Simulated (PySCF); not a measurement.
Gas-phase reaction: SiHCl + 2 SiH4 → SiH3Cl + Si2H6

Computed with PySCF and rigid-rotor harmonic-oscillator thermochemistry at 1 bar. † marks an energy on the PBE0/def2-TZVP geometry and frequencies; other levels use their own. MP2 and CCSD(T) freeze the core. 6-31G* has spherical d functions here. All species are closed-shell singlets. SiHCl: computed as isolated molecules; such fragments, hydroxides, amides, oligomers or adducts are transient or little studied in the gas. MP2 isn't extrapolated to the basis-set limit; its ΔH°(298 K) is -183.4 kJ in def2-SVP and -191.9 kJ in def2-TZVPP. CCSD(T) isn't extrapolated to the basis-set limit; its ΔH°(298 K) is -167.2 kJ in def2-SVP and -179.6 kJ in def2-TZVPP. The harmonic model lacks anharmonicity and excited electronic states, which grow with temperature; levels with a mode under 35 cm⁻¹ are left out. Internal rotation in Si2H6 is treated as a harmonic vibration of one conformer, which makes the entropy rough.

```
level                ΔE electronic, kJ  ΔH°(298 K), kJ  ΔS°(298 K), J/K  ΔG°(1000 K), kJ
-------------------  -----------------  --------------  ---------------  ---------------
CCSD(T)/def2-SVP†                 -176            -167             -136              -37
CCSD(T)/def2-TZVPP†               -189            -180             -136              -49
HF/6-31G*                         -177            -167             -139              -33
MP2/def2-SVP†                     -192            -183             -136              -53
PBE/def2-SVP                      -193            -184             -135              -54
PBE/def2-TZVP†                    -193            -184             -136              -54
```
ΔH° is lowest at PBE/def2-TZVP† and highest at HF/6-31G*. No reference value is set beside these.
